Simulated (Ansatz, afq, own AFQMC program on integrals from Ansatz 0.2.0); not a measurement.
Where AFQMC and coupled cluster stand for Cl⁺, singlet

A free Cl cation.

Basis 6-31G. Noble-gas cores (and the filled d shells of Ga–Kr and In–Xe) are frozen. Integrals, coupled cluster, full CI and functionals: Ansatz 0.2.0; the random walks run on the same integrals in our own AFQMC program. ph-AFQMC/CISD is guided by a CISD state made of CCSD amplitudes; releasing the constraint for a short imaginary time cuts its bias at the price of noise, slowly where states lie close. Free AFQMC starts from the CCSD state and is never constrained. Its projection time is finite, and what remains of the start isn't in its error. Error bars are statistical, one sigma.

Determinant: RHF, the one that the program's search chose, which needn't be the lowest solution.

Full CI on the same integrals is exact in this basis and with this determinant's frozen core.

Cautions: another spin lies lower (by 1.75 eV); restricted determinant unstable towards unrestricted (UHF 1.74 eV lower, ⟨S²⟩ 1.00); strong correlation (T1 0.002, weight of the determinant 0.73, largest double 0.42); CCSD(T) lies above an unrestricted determinant, so it isn't the lowest state; CCSDT(Q) lies above an unrestricted determinant, so it isn't the lowest state; CCSDTQ lies above an unrestricted determinant, so it isn't the lowest state; the ph-AFQMC/CISD walk drifts between its halves (2.6 errors); the determinant fills the p orbitals unequally in pairs, so it mixes two states of the atom (¹D and ¹S), and each level undoes that mixture to a different degree, while full CI gives the lower state; CCSDTQ on the UHF determinant differs (1.75 eV lower), perhaps since the unrestricted series falls towards higher spin.

- T1 diagnostic: 0.0019
- weight of the determinant in the CISD state: 0.734
- size of the correlated space: 6 electrons in 8 orbitals

Reference: full CI, correlation energy -1.336 eV. The released energy is read at 2.40 1/Eh (meV from the phaseless value at times in 1/Eh: 1 ± 4 at 0.24, -2 ± 5 at 0.51, 2 ± 5 at 0.99, -6 ± 5 at 1.62, -13 ± 7 at 2.40). The cautions show a poor starting determinant, so the rows tell how each method copes with it here, and full CI is the sure value.

| level | E − E(reference) (kJ/mol) | share of correlation (%) |
| --- | --- | --- |
| HF | 128.9 | 0.00 |
| MP2 | 64.5 | 49.99 |
| CCSD | 8.1 | 93.73 |
| CCSD(T) | 1.7 | 98.66 |
| CCSDT | 1.0 | 99.25 |
| CCSDT(Q) | 0.1 | 99.96 |
| CCSDTQ | 0.0 | 100.00 |
| ph-AFQMC/CISD | 1.5 ± 0.3 | 98.87 |
| released AFQMC | 0.2 ± 0.7 | 99.86 |
| free AFQMC | -0.2 ± 0.7 | 100.14 |

CCSDT and higher add their correlation energy to the determinant of the CCSD(T) run, since their own runs factorise the integrals more tightly (a shift of under 2 meV). Free projections are given only where their last times agree within the noise and don't stop above the reference; a slow remainder of the start can still hide under it. Released energies are given only where the last usable release times agree within the noise; a slower fall can still hide under it.
